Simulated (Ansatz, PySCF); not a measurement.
## Smallest direct gap on the k points sampled of rock-salt MgO at several levels of theory

No measured value is used here.

```json
[
 {"level (code)": "LDA (Ansatz)", "value (eV)": "4.69", "cell (Å³/atom)": "9.31"},
 {"level (code)": "PBE (Ansatz)", "value (eV)": "…", "cell (Å³/atom)": "9.31"},
 {"level (code)": "revPBE (Ansatz)", "value (eV)": "4.32", "cell (Å³/atom)": "9.86"},
 {"level (code)": "RPBE (Ansatz)", "value (eV)": "4.89", "cell (Å³/atom)": "9.31"},
 {"level (code)": "PBE-D4 (Ansatz)", "value (eV)": "…", "cell (Å³/atom)": "9.43"},
 {"level (code)": "r²SCAN+rVV10 (Ansatz)", "value (eV)": "5.71", "cell (Å³/atom)": "9.23"},
 {"level (code)": "HSE06 (Ansatz)", "value (eV)": "6.52", "cell (Å³/atom)": "9.31"},
 {"level (code)": "PBE0 (Ansatz)", "value (eV)": "7.26", "cell (Å³/atom)": "9.31"},
 {"level (code)": "Hartree–Fock (Ansatz)", "value (eV)": "15.67", "cell (Å³/atom)": "9.31"},
 {"level (code)": "G0W0@PBE (PySCF)", "value (eV)": "7.38 ± 0.02", "cell (Å³/atom)": "9.31"},
 {"level (code)": "G0W0@PBE0 (PySCF)", "value (eV)": "…", "cell (Å³/atom)": "9.31"},
 {"level (code)": "G0W0@PBEsol (Ansatz)", "value (eV)": "…", "cell (Å³/atom)": "9.35"}
]
```

### Question
What belongs in the gaps?

### Answer

- PBE (Ansatz, a program for electronic structure), value (eV): 4.78
- PBE-D4 (Ansatz), value (eV): 4.65
- G0W0@PBE0 (PySCF), value (eV): 8.38 ± 0.02
- G0W0@PBEsol (Ansatz), value (eV): 7.52

Computed values are for a static lattice.  A ± on a computed value is a rough bar: the spread of its extrapolation, a floor set from checks against published values, or a statistical error. Values are at the measured cell; revPBE at the level's own equilibrium cell; PBE-D4 at the level's own equilibrium cell; r²SCAN+rVV10 at the level's own equilibrium cell. Cutoffs and k meshes differ between the levels. Ansatz's density-functional and Hartree–Fock values are scalar-relativistic unless marked +SOC, with PAW data made under PBE.
